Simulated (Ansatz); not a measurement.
fcc Al, treated with LDA (plane waves, PAW; Ansatz, a program for electronic structure).

Settings: plane-wave cutoff 520 eV, 24×24×24 k mesh, Fermi–Dirac smearing 0.05 eV, scalar-relativistic PAW data made under PBE.

The volume scan:

```tsv
V (Å³/atom)	E − E_lowest (meV/atom)
14.840	16.62
15.156	7.11
15.472	1.71
15.787	0.00
16.103	1.57
16.419	6.07
16.735	13.20
```

**Question.** Estimate the bulk modulus and its pressure derivative from these points.

**Answer.** V0 = 15.788 Å³/atom, B0 = 83.2 GPa, B′ = 4.7 (fit to the energies at full precision).

Measured, for comparison: bulk modulus 80.8 GPa (corrected for temperature and zero-point phonon effects, our sources range from 77.1 to 82.0; as tabulated in Levämäki et al. (2014), arXiv:1402.3671); equilibrium volume per atom 16.22 Å³/atom (static lattice: zero-point anharmonic expansion removed; as tabulated in Mejia-Rodriguez and Trickey (2018), arXiv:1807.09216). Computed (rounded) less measured: bulk modulus +3 % (+1 % to +8 % over the range), equilibrium volume per atom -2.7 %.

Static lattice: no zero-point or thermal effects.
